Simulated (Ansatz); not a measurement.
Input file:

```yaml
crystal:
  periodic: [false, false, false]
  atoms:
    - {symbol: P, position_ang: [0.136118, 0.000001, 1.635095]}
    - {symbol: As, position_ang: [-0.060491, 0.000000, -0.701266]}
    - {symbol: H, position_ang: [-0.839260, 1.022573, 1.794904]}
    - {symbol: H, position_ang: [-0.839263, -1.022569, 1.794905]}
    - {symbol: H, position_ang: [0.996020, 1.088521, -0.854924]}
    - {symbol: H, position_ang: [0.996017, -1.088524, -0.854923]}
basis:
  gaussian: {orbitals: STO-3G}
total_charge: 1
magnetization: {spin_polarized: false, initial_magnetization: 1}
hamiltonian: {pseudopotentials: {relativity: scalar}}
correlation: {active_space: {window: {electrons: 17, orbitals: 9}}}
output: {forces: true}
```

```sh
$ ansatz run in.yaml --threads 1 --pin off --events-out ev --progress --plain --max-ram 2393MiB
```

Log:

```
328 factors; integrals over basis functions are off by at most 2.2e-5 eV
mean field evaluation 1: about -69879.8151 eV, gradient 3.9e0 eV
mean field evaluation 2: about -69879.8360 eV, gradient 3.9e0 eV
mean field evaluation 4: about -69880.0030 eV, gradient 6.9e-1 eV
mean field evaluation 8: about -69880.0141 eV, gradient 1.2e-1 eV
mean field evaluation 16: about -69880.0345 eV, gradient 4.5e-6 eV
mean field -69880.03451120 eV, -2568.0439018980 hartree, gradient 4.5e-6 eV, S^2 0.750000; 2 other end points of the search recorded, 0 dependent functions left out
reference -69880.03451120 eV, -2568.0439018980 hartree; 26, 25 occupied and 5, 6 virtual orbitals, 328 factors
state -69880.03451120 eV, -2568.0439018980 hartree
the calculation of the forces begins
Total energy: -69880.03451120 eV, -2568.0439018980 hartree
Relativity: scalar
Atom 0 at     0.136118     0.000001     1.635095 Å, force    -3.227891     0.000004    -0.828565 eV/Å
Atom 1 at    -0.060491     0.000000    -0.701266 Å, force     4.202356    -0.000005     1.438330 eV/Å
Atom 2 at    -0.839260     1.022573     1.794904 Å, force     0.990373    -0.570356     0.363985 eV/Å
Atom 3 at    -0.839263    -1.022569     1.794905 Å, force     0.990374     0.570354     0.363984 eV/Å
Atom 4 at     0.996020     1.088521    -0.854924 Å, force    -1.477607    -0.598498    -0.668867 eV/Å
Atom 5 at     0.996017    -1.088524    -0.854923 Å, force    -1.477605     0.598502    -0.668867 eV/Å
Dipole moment:    -0.024869     0.000000     0.192955 e Å
```

Natural occupations: 2.0000 2.0000 2.0000 2.0000 2.0000 2.0000 2.0000 2.0000 1.0000.

Forces (eV/Å):
```
P   -3.228  0.000 -0.829
As   4.202  0.000  1.438
H    0.990 -0.570  0.364
H    0.990  0.570  0.364
H   -1.478 -0.598 -0.669
H   -1.478  0.599 -0.669
```

Ran on 1 thread of Intel Xeon, shared host: 2.8 s wall, 0.26 GiB peak host memory.
